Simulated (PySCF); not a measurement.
A structure optimised at ωB97X-D3(BJ)/def2-TZVP, used in a PySCF frequency run:

```xyz
6

C      0.0201     1.1476     0.0000
S     -0.0868    -0.6581     0.0000
H      0.5224     1.5158     0.8939
H     -1.0060     1.5162     0.0000
H      0.5224     1.5158    -0.8939
H      1.2289    -0.9035     0.0000
```

Q: Write its SMILES, formula and point group.

A: CS, CH4S, Cs

Q: What are its rotational constants (standard atomic weights)?

A: 103.36, 13.012, 12.476 GHz
